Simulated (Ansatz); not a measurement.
in.yaml

```yaml
crystal:
  periodic: [false, false, false]
  atoms:
    - {symbol: Si, position_ang: [0.000000, 0.000000, 0.000000]}
    - {symbol: Br, position_ang: [0.000000, 0.000000, 2.426100]}
basis:
  gaussian: {orbitals: 6-31G}
total_charge: -1
magnetization: {spin_polarized: false, initial_magnetization: 4}
correlation: {active_space: {ras: {orbitals: [4, 4, 15], electrons: 12, max_holes: 2, max_particles: 2}, fixed_orbitals: true}}
scf: {lower_state_search: off}
```

```sh
$ ansatz run in.yaml --threads 1 --pin off --events-out ev --progress --plain --max-ram 2393MiB
```

Log:

```
these checks for a lower state are left out or cut short: stability, starts, cluster_reference, orbital_swaps, neighbouring_geometries, increment
404 factors; integrals over basis functions are off by at most 6.2e-4 eV
mean field evaluation 1: about -77844.9457 eV, gradient 1.8e1 eV
mean field evaluation 2: about -77844.9562 eV, gradient 1.8e1 eV
mean field evaluation 4: about -77847.3958 eV, gradient 2.4e0 eV
mean field evaluation 8: about -77847.5213 eV, gradient 2.0e-1 eV
mean field -77847.52230761 eV, -2860.8436778589 hartree, gradient 5.6e-6 eV, S^2 6.000000; 0 other end points of the search recorded, 0 dependent functions left out
reference -77847.52230761 eV, -2860.8436778589 hartree; 27, 23 occupied and 15, 19 virtual orbitals, 404 factors
state -77849.21485028 eV, -2860.9058776547 hartree
Total energy: -77849.21485028 eV, -2860.9058776547 hartree
Checks for a lower state left out: stability, starts, cluster_reference, orbital_swaps, neighbouring_geometries, increment
```

Ran on 1 thread of Arm Neoverse V1, shared host: 3.5 s wall, 0.19 GiB peak host memory.
